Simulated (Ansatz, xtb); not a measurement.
## CH2FO+: where a starting geometry ends

The starting geometry of this gas-phase singlet has its atoms placed at random.

```yaml
atoms:
  - { symbol: C, position_ang: [0.0106, -0.6649, 1.8002] }
  - { symbol: F, position_ang: [0.0524, -0.9386, 0.6242] }
  - { symbol: O, position_ang: [-0.2013, 0.8217, 1.4115] }
  - { symbol: H, position_ang: [0.9000, 1.2436, 1.3325] }
  - { symbol: H, position_ang: [0.1181, 0.5846, 0.4287] }
```

Q: Guess where an optimisation with r2SCAN-D4/def2-SVP ends from this start.

A: It ends as a structure given below by its coordinates. Distances that change by over a tenth: O3–H4 (1.18 → 0.99 Å).

The energy falls by 2.84 eV over 9 steps:

| step | E − E(last) (eV) |
| --- | --- |
| 1 | 2.835 |
| 2 | 1.202 |
| 3 | 0.587 |
| 4 | 0.263 |
| 5 | 0.079 |
| 6 | 0.035 |
| 7 | 0.012 |
| 8 | 0.003 |
| 9 | 0.000 |

Final geometry (Å):

```tsv
atom	x (Å)	y (Å)	z (Å)
C	0.2055	-0.6873	1.7413
F	-0.2438	-1.3708	0.8122
O	0.2758	0.7041	1.1235
H	0.6184	1.4137	1.7148
H	0.0240	0.9867	0.2052
```

From the same start GFN2-xTB reaches the same bonding as this run.

From so rough a start the end depends on the optimiser's path, so another program may land elsewhere. No frequencies were run, so the end isn't proven a minimum. Run with Ansatz 0.2.0, 15 s on 1 thread of Intel(R) Xeon(R) Platinum 8259CL CPU @ 2.50GHz (Skylake/Cascade Lake), on a shared host.
